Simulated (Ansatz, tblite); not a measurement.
**Band gap of wurtzite AlN: levels of theory against measurement**

Reference value: 6.51 eV (measured, zero-point renormalisation of 0.417 eV (from the measured temperature dependence, arXiv:2011.12765) added back here, fundamental, Γ; inputs from Feneberg et al. (2010), doi:10.1103/physrevb.82.075208).

```tsv
level (code)	value (eV)	cell (Å³/atom)	error (eV)
GFN2-xTB (tblite)	2.28	10.73	-4.23
LDA (Ansatz)	4.22 (direct)	10.45	-2.29
PBE (Ansatz)	4.19 (direct)	10.45	-2.32
r²SCAN+rVV10 (Ansatz)	4.87 (direct)	10.37	-1.64
Hartree–Fock (Ansatz)	13.48 (direct)	10.45	+6.97
```

Leaving aside GFN2-xTB (doubt noted below): Of the ranked levels r²SCAN+rVV10 (-1.64 eV) comes nearest. Among them Hartree–Fock (+6.97 eV) misses by most. Every ranked level misses the reference by more than 0.3 eV. Even the nearest is off by 1.64 eV.

Density-functional gaps are differences of (generalised) Kohn–Sham levels of a static lattice; semilocal ones lie below quasiparticle gaps as a rule. Measured gaps hold zero-point and thermal shifts unless a correction is named.  GFN2-xTB, Hartree–Fock: the gap is read on the k mesh or supercell of the run alone and can be too large. GFN2-xTB: the method was fitted mainly to molecules. Values are at the measured cell; GFN2-xTB at the level's own equilibrium cell; r²SCAN+rVV10 at the level's own equilibrium cell. Cutoffs and k meshes differ between the levels. Ansatz's density-functional and Hartree–Fock values are scalar-relativistic unless marked +SOC, with PAW data made under PBE.

Differences are worked out from the printed values.

Ansatz is a program for electronic structure.
